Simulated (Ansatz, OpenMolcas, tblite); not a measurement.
## C2H7Si (SMILES C[SiH]C): the electronic atomisation energy, rung by rung

The species is C2H7Si (10 atoms), meant as a doublet with charge 0. As SMILES, `C[SiH]C`. Geometry: relaxed at PBE0-D4/def2-TZVP.

Each level gives the electronic atomisation energy (eV). The values are calculated. Electronic energies at fixed atoms, without zero-point motion or spin-orbit coupling.

```tsv
level	kind	program	value (eV)	less CCSD(T)/6-311+G**	CPU time (all runs)
GFN1-xTB	semi-empirical	tblite	40.51	+6.18	under 2 s
UHF/6-311+G**	Hartree–Fock	OpenMolcas	27.64	-6.69	27 s
USVWN5/6-311+G**	LDA	Ansatz	40.19	+5.86	9 s
U-revPBE/6-311+G**	GGA	OpenMolcas	35.17	+0.84	92 s
U-r2SCAN/6-311+G**	meta-GGA	OpenMolcas	36.14	+1.81	2.3 min
UM06-L/6-311+G**	meta-GGA	OpenMolcas	35.97	+1.64	2 min
UBHLYP/6-311+G**	global hybrid	OpenMolcas	35.25	+0.92	84 s
UPBE0/6-311+G**	global hybrid	Ansatz	35.94	+1.61	18 s
UMP2/6-311+G**	perturbation theory	Ansatz	34.32	-0.01	6 s
UCCSD(T)/6-311+G**	coupled cluster or CI	Ansatz	34.33	0.00	2.1 min
```

UCCSD(T)/6-311+G** is the highest level here, not the true value. The values span 27.64 to 40.51 eV. Times are those of the runs behind each value, whatever else they computed, on shared processors of several kinds: orders of magnitude only.
